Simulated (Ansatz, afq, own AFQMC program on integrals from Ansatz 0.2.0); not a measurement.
Integrals from Ansatz 0.2.0, then the random walk in our own AFQMC program (afq).

```yaml
crystal:
  periodic: [false, false, false]
  atoms:
    - {symbol: Si, position_ang: [0.000000, 0.000000, 0.000000]}
    - {symbol: C, position_ang: [0.000000, 0.000000, 2.556000]}
basis:
  gaussian: {orbitals: 6-31G}
magnetization: {spin_polarized: false}
correlation: {method: ccsd_t, electrons: outside_noble_gas, hamiltonian_folder: ham}
```

```sh
$ ansatz run in.yaml --threads 1 --pin off --events-out ev --progress --plain --max-ram 1382MiB
```

afq runs on the folder ham with

```
--method phaseless --trial cisd --walkers 200 --populations 1 --least-time 40 --time-step 0.005 --steps-per-block 50 --equilibration-blocks 40 --max-blocks 300 --target-error 0.00068 --factor-cut 1e-05 --seed 8201 --release-times 0.24,0.51,0.99,1.62,2.4 --release-step 0.03 --release-every 4 --taylor-order 6
```

Times are imaginary, in 1/Eh. The walk had a cap of 536 s.

Log:

```
orbitals 16  electrons 4 4  factors 86 of 267
reference energy -326.40610325 Eh
CCSD correlation -0.18228510 Eh in 19 cycles, weight of the determinant in the CISD state 0.5009
energy of the start -326.588388 Eh
 block  time / (1/Eh)  mean weight  energy / Eh
     1     0.250  0.9997  -326.586160
     2     0.500  0.9991  -326.586087
     3     0.750  1.0001  -326.588207
     4     1.000  1.0006  -326.589059
     5     1.250  0.9997  -326.589140
    10     2.500  1.0000  -326.591843
    49    12.250  0.9980  -326.609557
    89    22.250  1.0012  -326.597889
   121    30.250  1.0015  -326.581260
   129    32.250  1.0005  -326.600476
   169    42.250  0.9991  -326.597293
   209    52.250  1.0002  -326.616718
   249    62.250  1.0007  -326.591836
   289    72.250  0.9983  -326.591636
   329    82.250  0.9999  -326.598426
   337    84.250  0.9990  -326.605079
blocks merged  error / Eh  count
     1  0.000420  300
     2  0.000535  150
     4  0.000676  75
     8  0.000842  37
    16  0.000891  18
    32  0.001136  9
released: time / (1/Eh)  energy / Eh  error  mean overlap
  0.24  -326.599802  0.000983  0.9989
  0.51  -326.600406  0.000899  0.9983
  0.99  -326.601862  0.001038  0.9996
  1.62  -326.601799  0.000843  1.0022
  2.40  -326.600994  0.001534  1.0139
energy -326.598098 +/- 0.000891 Eh
(rows thinned)
```

The run passed its tests (sampling time, drift between the halves within three errors, error under three times the target), which doesn't prove that it has relaxed.

Against this walk (error 24.2 meV) on the same determinant: CCSD(T) 466.1 meV lower, CCSDT(Q) 227.3 meV lower, CCSDTQ 195.8 meV lower, full CI 219.7 meV lower. The error is statistical and leaves out the bias of the constraint. Released to 2.40 1/Eh the energy moves by -79 ± 48 meV (both errors), within twice the noise. Full CI is exact here, so the walk's 220 meV above it is the walk's own error: the bias of the constraint with this trial. The determinant is a poor start (see the cautions), so the low cluster orders aren't to be relied on, and full CI is the sure value.

Cautions: constraint bias not in the error; error above the target (24.2 against 18.5 meV); higher spins were not checked; restricted determinant unstable towards unrestricted (UHF 2.88 eV lower, ⟨S²⟩ 1.98); strong correlation (T1 0.186, weight of the determinant 0.50, largest double 0.45); (T) is large, 15 % of the CCSD correlation; (Q) is large, 137 meV, so the cluster series hasn't closed; CCSD(T) is in doubt: in a space of 8 electrons in 8 natural orbitals full CI lies 193 meV above it; the CCSDT(Q) amplitudes may be one of several solutions (largest double 0.55); the CCSDTQ amplitudes may be one of several solutions (largest double 0.56); the released energy hasn't reached full CI (141 meV above it at 2.40 1/Eh); the determinant fills πx and πy unequally, so it mixes two states of the linear molecule, and each level undoes that mixture to a different degree, while full CI gives the lower state, and by Hund's rule a triplet of that filling probably lies lower still; CCSDTQ on the UHF determinant differs (253 meV lower), perhaps since the unrestricted series falls towards higher spin.

The walk took 5.1 min on 1 thread of Intel(R) Xeon(R) Processor @ 2.50GHz (Skylake/Cascade Lake) (shared host). The log's last line is the phaseless energy.

CCSDT and higher add their correlation energy to the determinant of the CCSD(T) run, since their own runs factorise the integrals more tightly (a shift of under 2 meV).
